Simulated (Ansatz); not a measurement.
# How far each method lies from RCCSDT(Q) for C$_{2}$H$_{2}$, singlet

Geometry: MP2(full)/6-31G*, from the G2/97 set.

```xyz
4

C     0.0000    0.0000    0.6081
C     0.0000    0.0000   -0.6081
H     0.0000    0.0000   -1.6740
H     0.0000    0.0000    1.6740
```

Basis cc-pVTZ; Ansatz 0.2.0. Only valence electrons are correlated (noble-gas cores frozen), which leaves 10 electrons in 86 orbitals. Prefix R: restricted or restricted open-shell reference. Active spaces: valence = (10e, 10o) chosen from the atoms' valence shells.

Full CI isn't at hand for all of this; RCCSDT(Q) serves as the reference, and is uncertain by about the last step of the cluster series.

The UHF ⟨S²⟩ is 0.000 and the T1 diagnostic (RCCSD) is 0.0134. The largest doubles amplitude (RCCSD) is 0.086.

```json
{"level": "RHF", "E − E(RCCSDT(Q)) (meV)": "9285", "share of correlation (%)": "0.00", "wall time": "–"}
{"level": "RMP2", "E − E(RCCSDT(Q)) (meV)": "809", "share of correlation (%)": "91.29", "wall time": "–"}
{"level": "CISD", "E − E(RCCSDT(Q)) (meV)": "1156", "share of correlation (%)": "87.55", "wall time": "9 s"}
{"level": "RCCSD", "E − E(RCCSDT(Q)) (meV)": "490", "share of correlation (%)": "94.72", "wall time": "–"}
{"level": "RCCSD(T)", "E − E(RCCSDT(Q)) (meV)": "35", "share of correlation (%)": "99.62", "wall time": "11 s"}
{"level": "BCCD(T)", "E − E(RCCSDT(Q)) (meV)": "34", "share of correlation (%)": "99.63", "wall time": "3 s"}
{"level": "RCCSDT", "E − E(RCCSDT(Q)) (meV)": "34", "share of correlation (%)": "99.63", "wall time": "–"}
{"level": "CASSCF (valence space)", "E − E(RCCSDT(Q)) (meV)": "5209", "share of correlation (%)": "43.90", "wall time": "–"}
{"level": "NEVPT2 (valence space)", "E − E(RCCSDT(Q)) (meV)": "1010", "share of correlation (%)": "89.12", "wall time": "11 s"}
{"level": "MRCISD (valence space)", "E − E(RCCSDT(Q)) (meV)": "328", "share of correlation (%)": "96.47", "wall time": "–"}
{"level": "MRCISD+Q (valence space)", "E − E(RCCSDT(Q)) (meV)": "58", "share of correlation (%)": "99.38", "wall time": "27 s (H100)"}
{"level": "MRCISD+Q(relaxed) (valence space)", "E − E(RCCSDT(Q)) (meV)": "26", "share of correlation (%)": "99.72", "wall time": "31 s (H100)"}
```

The correlation energy at RCCSDT(Q), counted from RHF, is -9.285 eV. That run took 22 s on 2 threads of AMD EPYC 7R13 with a shared H100 80 GB, shared host.

Times hold each run's SCF and search for its determinant on a shared host, so for small cases they say little of a method's own cost; rows without a card ran on 1 thread of AMD EPYC 7R13.

Natural occupations of CASSCF (valence space) about the gap: 1.982 1.980 1.978 1.935 1.935 0.066 0.066 0.028 0.020 0.012; effectively unpaired electrons, Σ n²(2−n)², 0.07.

Atomization energy (electronic, same basis, no zero-point term; atoms at the same level, unrestricted beside the R rows where the molecule is a closed shell, with restricted open-shell steps beyond CCSDT(Q)) at RCCSDT(Q): 1645.4 kJ/mol. Errors of other levels:

```csv
level,error (kJ/mol)
RHF,-424.9
RMP2,41.5
CISD,-96.5
RCCSD,-34.0
RCCSD(T),-0.8
BCCD(T),-0.3
RCCSDT,-3.1
CASSCF (valence space),-106.2
NEVPT2 (valence space),-15.5
MRCISD (valence space),-21.1
MRCISD+Q (valence space),-8.8
MRCISD+Q(relaxed) (valence space),-6.3
```

This basis is far from its limit, so the value isn't to be set against a measured one. Truncated CI isn't size-consistent, which counts against it in atomization.
